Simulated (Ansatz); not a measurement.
One change: `CCCC` becomes `CCCCF`.

Ansatz, PBE0-D4/def2-TZVP geometries, multiplicity 1. Each molecule was computed in one conformer, which needn't be the lowest.

```
                                                                                  property  `CCCC`
                                                         HOMO energy (PBE/def2-TZVPP) / eV   -7.56
                                                   HOMO–LUMO gap (ωB97M-V/def2-TZVPP) / eV   14.01
                                                       LUMO energy (B3LYP/def2-TZVPP) / eV    0.95
                                                       HOMO energy (B3LYP/def2-TZVPP) / eV   -8.80
                                                     HOMO energy (ωB97M-V/def2-TZVPP) / eV  -11.31
ideal-gas entropy at 298 K and 1 bar (rigid rotor, harmonic PBE0-D4/def2-TZVP) / J/(mol·K)     300
```

(1) What does the change do to each property? (An estimate is asked.)

## Answers

(1) The calculation gave: 
```json
{"property": "HOMO energy (PBE/def2-TZVPP) / eV", "`CCCCF`": "-7.49", "shift": "0.07"}
{"property": "HOMO–LUMO gap (ωB97M-V/def2-TZVPP) / eV", "`CCCCF`": "14.11", "shift": "0.10"}
{"property": "LUMO energy (B3LYP/def2-TZVPP) / eV", "`CCCCF`": "0.94", "shift": "-0.01"}
{"property": "HOMO energy (B3LYP/def2-TZVPP) / eV", "`CCCCF`": "-8.86", "shift": "-0.06"}
{"property": "HOMO energy (ωB97M-V/def2-TZVPP) / eV", "`CCCCF`": "-11.41", "shift": "-0.10"}
{"property": "ideal-gas entropy at 298 K and 1 bar (rigid rotor, harmonic PBE0-D4/def2-TZVP) / J/(mol·K)", "`CCCCF`": "326", "shift": "26"}
```

B3LYP here is the variant with VWN-RPA as its local correlation; programs differ in this.
